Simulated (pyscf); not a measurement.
`[CH2]=[SiH2]` + `[H][H]` → `[SiH2]` [singlet] + `[CH4]`, a concerted two-bond exchange (singlet surface; C–Si, H–H broken, C–H, C–H formed). Single points on ωB97X-D3(BJ)/def2-SVP structures (PySCF, gas phase). Energies in kcal/mol from the separated reactants.

Small-basis levels: PySCF, no dispersion term, spherical d functions. 

Problem. In single points B3LYP/6-31G* puts the saddle at 46.9 kcal/mol and the reaction energy at -9.2 kcal/mol. Should these be trusted to within a few kcal/mol? Compare with ωB97M-D3(BJ)/def2-TZVP.

Solution. ωB97M-D3(BJ)/def2-TZVP gives ΔE‡ = 48.2 kcal/mol and ΔE = -6.3 kcal/mol. B3LYP/6-31G* lies 1.3 kcal/mol under it in the barrier and 2.8 kcal/mol under it in the reaction energy, so on this step it holds to within 3.0 kcal/mol. ωB97M-D3(BJ)/def2-TZVP has limits of its own. On the product side the descent ends in a complex, 4.5 kcal/mol under the separated species and 58.1 kcal/mol under the saddle at ωB97X-D3(BJ)/def2-TZVP. This is the saddle that the search found; another between the same sides may lie lower.
